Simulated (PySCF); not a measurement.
Breaking a bond: SH, doublet.

Computed with: ROKS-BLYP = restricted open-shell BLYP/cc-pVDZ (PySCF 2.14.0); UKS-M06-2X = unrestricted M06-2X/cc-pVDZ (PySCF); UHF/cc-pVDZ (PySCF).

Magnitude of the dipole moment (D; its direction can reverse along the curve, and a method can change to another solution) and Mulliken charge of the fragment that holds S1:

```tsv
R / Å	μ ROKS-BLYP	q ROKS-BLYP	μ UKS-M06-2X	q UKS-M06-2X	μ UHF	q UHF
1.00	1.00	0.12	1.04	0.12	1.08	0.10
1.07	0.99	0.04	1.04	0.04	1.08	0.03
1.13	0.97	0.00	1.04	-0.01	1.07	-0.01
1.22	0.95	-0.05	1.02	-0.06	1.06	-0.06
1.25	0.94	-0.06	1.02	-0.07	1.06	-0.07
1.32	0.92	-0.07	1.00	-0.09	1.04	-0.08
1.35	0.91	-0.08	1.00	-0.09	1.03	-0.09
1.39	0.89	-0.08	0.99	-0.10	1.02	-0.09
1.43	0.87	-0.09	0.98	-0.10	1.00	-0.10
1.49	0.84	-0.09	0.96	-0.11	0.98	-0.10
1.56	0.80	-0.09	0.93	-0.11	0.94	-0.10
1.66	0.75	-0.08	0.90	-0.11	0.89	-0.10
```

The scan ran from 1.00 to 5.37 Å; beyond the distances shown one of the unrestricted levels run for this scan, shown here or not, changes its spin distribution in one step.
